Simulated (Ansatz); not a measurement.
`C=C1C=C1C` + `OC=S` → `COC=S` + `C=C1C=C1` at 700 K and 1 bar (substitution at a C–C bond).

Program: Ansatz. Geometries: PBE0-D4/def2-TZVP. ΔE: electronic, gas phase. CBS: MP2 limit from def2 TZ/QZ plus the TZ coupled-cluster correction, frozen cores. This one scheme is used for every species. Each species was taken in one conformer, which may not be the lowest.

| species | CCSD(T)/CBS energy (Eh) | H − E (kJ/mol) | S (J/(mol·K)) |
| --- | --- | --- | --- |
| `C=C1C=C1C` | -193.75657 | 303.8 | 412.3 |
| `OC=S` | -512.17609 | 119.7 | 313.4 |
| `COC=S` | -551.42124 | 209.7 | 384.8 |
| `C=C1C=C1` | -154.48542 | 211.8 | 342.1 |

H − E and S are ideal-gas, rigid-rotor, harmonic terms from PBE0-D4/def2-TZVP, for one conformer and one mirror image of each species. 1 Eh = 2625.50 kJ/mol, R = 8.31446 J/(mol·K).

**Question.** By hand: ΔE, ΔH, ΔS and ΔG.

**Answer.** ΔE = (-551.42124) + (-154.48542) − (-193.75657) − (-512.17609) = 0.02600 Eh = 68.3 kJ/mol. Δ(H − E) = 209.7 + 211.8 − 303.8 − 119.7 = -2.0, so ΔH = 66.3 kJ/mol. ΔS = 384.8 + 342.1 − 412.3 − 313.4 = 1.2 J/(mol·K). ΔG = 66.3 − 700 × (1.2)/1000 = 65.5 kJ/mol.

**Question.** By hand: the equilibrium constant, and the temperature at which ΔG would vanish if ΔH and ΔS stayed fixed.

**Answer.** log₁₀ K = −ΔG/(RT ln 10) = -4.9. ΔG = 0 at ΔH/ΔS = 55250 K, far beyond where these terms or the molecules hold.

The number of gas molecules stays the same, so ΔS is small and ΔH decides. A doubt of 5 kJ/mol in ΔE shifts log₁₀ K by 0.4 here. Other conformers and mirror images would add mixing entropy, several J/(mol·K) or more a flexible species. Modes under 60 cm⁻¹, often nearly free rotors, make the harmonic entropy too high. These are equilibria of isolated gas molecules and say nothing of rates. Largest T1 diagnostic: 0.018 (customary marks: 0.02 for closed shells, 0.045 for open ones).
